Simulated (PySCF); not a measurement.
Isomers of C4H9N, one GFN2-xTB conformer each. Single-point energies are computed at PBE0/pcSseg-1 (PySCF, gas phase, no added dispersion term), electronic only.

```json
{"SMILES": "[H]/N=C\\C(C)C", "GFN2-xTB relative energy (kcal/mol)": "5.2"}
{"SMILES": "CN1CCC1", "GFN2-xTB relative energy (kcal/mol)": "0.0"}
{"SMILES": "NCC1CC1", "GFN2-xTB relative energy (kcal/mol)": "11.8"}
```

Conformers: `[H]/[N:5]=[CH:4]\[CH:2]([CH3:1])[CH3:3]` with C1–C2–C4–N5 119°; `[CH3:1][N:2]1[CH2:3][CH2:4][CH2:5]1` with C1–N2–C3–C4 138°, N2–C3–C4–C5 -14°, C3–C4–C5–N2 14°, C1–N2–C5–C4 -138°; `[NH2:1][CH2:2][CH:3]1[CH2:4][CH2:5]1` with H–N1–C2–C3 -179° and -60°, N1–C2–C3–C4 90°.

Q: What does PBE0/pcSseg-1 give for the same structures?

A: 
| SMILES | PBE0/pcSseg-1 E (Eh) | PBE0/pcSseg-1 (kcal/mol) | GFN2-xTB (kcal/mol) | point group |
| --- | --- | --- | --- | --- |
| [H]/N=C\C(C)C | -212.29029 | 0.0 | 5.2 | Cs |
| NCC1CC1 | -212.27431 | 10.0 | 11.8 | C1 |
| CN1CCC1 | -212.26554 | 15.5 | 0.0 | Cs |

GFN2-xTB puts CN1CCC1 lowest instead; measured from each level's own lowest isomer, the values differ by up to 15.5 kcal/mol (CN1CCC1: 0.0 against 15.5). As drawn, the lowest has a C=N bond and an N–H bond, which the highest lacks; the highest has a four-membered ring, which the lowest lacks.

Q: Which frontier levels, dipoles and rotational constants go with these structures?

A: 
```csv
SMILES,"HOMO (eV, PBE0/pcSseg-1)",LUMO (eV),dipole (D),"A, B, C (MHz)"
[H]/N=C\C(C)C,-7.16,0.19,2.52,"7683, 3691, 2823"
NCC1CC1,-6.69,1.60,1.24,"12607, 3178, 2860"
CN1CCC1,-6.05,1.58,0.88,"10467, 4585, 3599"
```
